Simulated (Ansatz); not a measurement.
A run of Ansatz (development build ahead of 0.2.0) on singlet C₂H₂ at this shape:

```xyz
4

C    -0.1183   -0.0827   -0.5070
C    -0.0856   -0.0548    0.8800
H    -0.0992   -0.9907   -0.9433
H    -0.0028    0.9170   -1.0730
```

Its results:

```yaml
Converged: yes
Reference_energy: -76.68587 hartree
Correlation_energy: -0.23416 hartree
Total_energy: -76.92003 hartree
Spin_squared_of_the_determinant: 0.000
```

(1) Which input gives this output? Name the method, the orbitals and the basis set, and write the input.

## Answers

(1) RHF-MP2 in def2-SVP. An unrestricted run that stays on the closed shell gives the same numbers.

```yaml
crystal:
  periodic: [false, false, false]
  atoms:
    - { symbol: C, position_ang: [-0.11833, -0.08268, -0.50704] }
    - { symbol: C, position_ang: [-0.0856, -0.05476, 0.87995] }
    - { symbol: H, position_ang: [-0.09922, -0.99069, -0.94331] }
    - { symbol: H, position_ang: [-0.00279, 0.91703, -1.07295] }
basis:
  gaussian: { orbitals: def2-SVP }
hamiltonian:
  xc: hf
correlation:
  method: mp2
  frozen_orbitals: { C: 1, H: 0 }
```
